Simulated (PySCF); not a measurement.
Isomers of C5H9N, mass 83.073 u with the commonest isotopes. The calculation used PBE0-D3(BJ)/def2-SVP geometry optimisation, gas phase (PySCF). One conformer each, none proved a minimum here; rigid rotors.

**Question.** Order these by dipole moment, largest first.
A. `CC(C)(C)C#N`
B. `[CH:1]1=[N:2][CH2:3][CH2:4][CH2:5][CH2:6]1` with C1–N2–C3–C4 15°, N2–C3–C4–C5 -45°, C3–C4–C5–C6 58°, C4–C5–C6–C1 -42°
C. `[CH2:1]=[CH:2][CH2:3]/[CH:4]=[N:5]/[CH3:6]` with C1–C2–C3–C4 -116°, C2–C3–C4–N5 -117°

**Answer.** A (3.93 D), B (2.07 D), C (1.20 D).

**Question.** Order these by out-of-plane moment Σ m c² = (Ia + Ib − Ic)/2, smallest first.
A. `CC(C)(C)C#N`
B. `[CH2:1]=[CH:2][CH2:3]/[CH:4]=[N:5]/[CH3:6]` with C1–C2–C3–C4 -116°, C2–C3–C4–N5 -117°
C. `[CH:1]1=[N:2][CH2:3][CH2:4][CH2:5][CH2:6]1` with C1–N2–C3–C4 15°, N2–C3–C4–C5 -45°, C3–C4–C5–C6 58°, C4–C5–C6–C1 -42°

**Answer.** C (9.93 u·Å²), B (13.02 u·Å²), A (55.77 u·Å²).

**Question.** Order these by rotational constant C, largest first.
A. `[CH:1]#[C:2][CH2:3][C@H:4]([CH3:5])[NH2:6]` with C2–C3–C4–C5 -177°, C3–C4–N6–H -57° and -174°
B. `[CH2:1]=[CH:2][CH2:3]/[CH:4]=[N:5]/[CH3:6]` with C1–C2–C3–C4 -116°, C2–C3–C4–N5 -117°
C. `[CH:1]1=[N:2][CH2:3][CH2:4][CH2:5][CH2:6]1` with C1–N2–C3–C4 15°, N2–C3–C4–C5 -45°, C3–C4–C5–C6 58°, C4–C5–C6–C1 -42° (1-piperideine)
D. `CC(C)(C)C#N`

**Answer.** D (2759 MHz), C (2662 MHz), A (1771 MHz), B (1389 MHz).

```csv
SMILES,point group,Ia (u·Å²),Ib (u·Å²),Ic (u·Å²),κ,μa (D),μb (D),μc (D)
C1=NCCCC1,C1,102.87,106.84,189.84,0.84,2.00,0.52,0.09
C=CC/C=N/C,C1,35.25,354.51,363.73,-0.99,0.14,0.81,0.87
C#CC[C@H](C)N,C1,63.83,240.99,285.43,-0.89,0.43,0.17,1.10
CC(C)(C)C#N,C3v,111.59,183.10,183.15,-1.00,3.93,0.00,0.00
```
